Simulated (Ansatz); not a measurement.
## Ansatz (development build ahead of 0.2.0) run

```yaml
crystal:
  periodic: [false, false, false]
  atoms:
    - { symbol: C, position_ang: [0.1838, 0.5753, 0.279] }
    - { symbol: C, position_ang: [-0.1838, -0.5753, -0.279] }
    - { symbol: H, position_ang: [-0.3198, 0.9709, 1.1664] }
    - { symbol: H, position_ang: [1.0052, 1.1743, -0.1262] }
    - { symbol: H, position_ang: [-1.0052, -1.1743, 0.1262] }
    - { symbol: H, position_ang: [0.3198, -0.9709, -1.1664] }
basis:
  gaussian: { orbitals: def2-SVP }
total_charge: 1
magnetization:
  spin_polarized: true
  initial_magnetization: 1
hamiltonian:
  xc: pbe0
output:
  forces: true
```

The input is written out in the form of the current development build from the run's settings.

Output:

- Converged: yes
- Total energy: -78.03937 hartree
- Spin squared of the determinant: 0.752
- Stability test: minimum

Forces (eV/Å):
```json
{"atom": "C1", "Fx": "1.328", "Fy": "4.154", "Fz": "2.012"}
{"atom": "C2", "Fx": "-1.328", "Fy": "-4.154", "Fz": "-2.012"}
{"atom": "H3", "Fx": "-0.075", "Fy": "0.060", "Fz": "0.134"}
{"atom": "H4", "Fx": "0.123", "Fy": "0.090", "Fz": "-0.060"}
{"atom": "H5", "Fx": "-0.123", "Fy": "-0.090", "Fz": "0.060"}
{"atom": "H6", "Fx": "0.075", "Fy": "-0.060", "Fz": "-0.134"}
```
